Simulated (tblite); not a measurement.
Compound: CH3O4S (doublet state).
Bonds: O1–C2, C2–S3, S3–O4 (double), S3–O5 (double), S3–O6. Hydrogens: H7, H8 on C2; H9 on O6.

Structure optimised with GFN2-xTB, isolated species. This method treats the open shell by occupation alone, without spin polarisation.

Give the optimised bond lengths and angles.

```tsv
bond	length (Å)
O1–C2	1.263
C2–S3	1.995
S3=O4, S3=O5	1.426
S3–O6	1.571
C2–H7, C2–H8	1.100
O6–H9	0.973
```

Bonds in one row agree within 0.01 Å and their mean is given. A selection of angles:
```tsv
angle	degrees
O1–C2–S3	99.0
O1–C2–H7	119.0
S3–C2–H7	99.8
H7–C2–H8	113.9
C2–S3–O4	107.5
C2–S3–O6	101.2
O4–S3–O5	118.7
O4–S3–O6	110.2
S3–O6–H9	106.8
```

Dihedral angles: O1–C2–S3–O4 -116° (anticlinal); H9–O6–S3–C2 0° (synperiplanar).

The O–S distances run from 1.426 Å (S3=O4, drawn double) to 1.571 Å (S3–O6, drawn single), a spread of 0.145 Å. S3 (sulfur bonded to C and 3 O) is distorted tetrahedral (angles from 101.2° to 118.7°). H9 on O6 lies 1.80 Å from O1, 4 bonds away (angle at H 127°; Bondi radii sum to 2.72 Å).

Point group: Cs (every atom within 0.08 Å of its image). GFN2-xTB frequencies show an imaginary mode (93i cm⁻¹), so the point is no minimum at that level. Torsions: O1–C2–S3–O4 -116°, C2–S3–O6–H 0°.

One conformer stands for the species.

The numbers are calculated, not measured.
